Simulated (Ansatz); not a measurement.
Geometry optimisation, RKS PBE/def2-TZVP in Ansatz 0.2.0.

Input file:

```yaml
crystal:
  periodic: [false, false, false]
  atoms:
    - { symbol: Al, position_ang: [0.0, 0.0, 0.0] }
    - { symbol: H, position_ang: [0.0, 0.0, 1.91] }
    - { symbol: H, position_ang: [1.351, 0.0, -0.78] }
    - { symbol: Cl, position_ang: [-1.9312, 0.0, -1.115] }
    - { symbol: "N", position_ang: [-0.2843, -2.0875, 0.7] }
    - { symbol: H, position_ang: [-0.6995, -2.8131, 0.0484] }
    - { symbol: H, position_ang: [-0.0048, -2.3586, 1.6859] }
    - { symbol: H, position_ang: [-0.1387, -1.0186, 1.8385] }
basis:
  gaussian: { orbitals: def2-TZVP }
hamiltonian:
  xc: pbe
relax:
  f_tol: 0.15
  max_steps: 25
  restrain:
    - { distance: [0, 4], at: 3.12, k: 30.0 }
    - { distance: [7, 1], at: 1.86, k: 30.0 }
    - { distance: [0, 1], at: 1.56, k: 30.0 }
    - { distance: [7, 4], at: 1.06, k: 30.0 }
```

Command:

```bash
$ ansatz run input.yaml --threads 4 --pin off --max-ram 5120MiB --backend cpu --events-out ev --progress --plain --runs-dir out
```

Where does it end, and by what steps?

It converged. The restraints hold the end off the free minimum. After 15 steps the energy has fallen by 2.553 eV (the restraints' own energy left out); H7 moved furthest, 0.90 Å. Joined: N5–H8 (1.57 → 1.04 Å).

| step | energy less start (eV) | largest force component (eV/Å) | accepted |
| --- | --- | --- | --- |
| 0 | 0.0000 | 4.009 | yes |
| 1 | 0.7082 | 3.535 | yes |
| 2 | 0.3467 | 5.025 | yes |
| 3 | -0.9106 | 3.113 | yes |
| 4 | -1.8279 | 2.279 | yes |
| 5 | -2.3044 | 1.060 | yes |
| 6 | -2.2703 | 2.405 | no |
| 7 | -2.3974 | 0.997 | yes |
| 8 | -2.4500 | 1.066 | yes |
| 9 | -2.4954 | 0.903 | yes |
| 10 | -2.5325 | 0.808 | yes |
| 11 | -2.5219 | 0.888 | no |
| 12 | -2.5413 | 0.793 | yes |
| 13 | -2.5501 | 0.825 | yes |
| 14 | -2.5465 | 0.844 | no |
| 15 | -2.5528 | 0.791 | yes |

```xyz
8
Properties=species:S:1:pos:R:3
Al 0.021 0.237 -0.041
H -0.284 0.364 1.494
H 1.476 0.169 -0.667
Cl -1.637 0.270 -1.357
N -0.379 -2.486 1.409
H -1.057 -2.626 0.653
H 0.561 -2.715 1.079
H -0.408 -1.490 1.717
```

Time of the run: 17 s on 4 threads of Arm Neoverse V2, with other jobs on the host, peak memory 0.21 GiB.
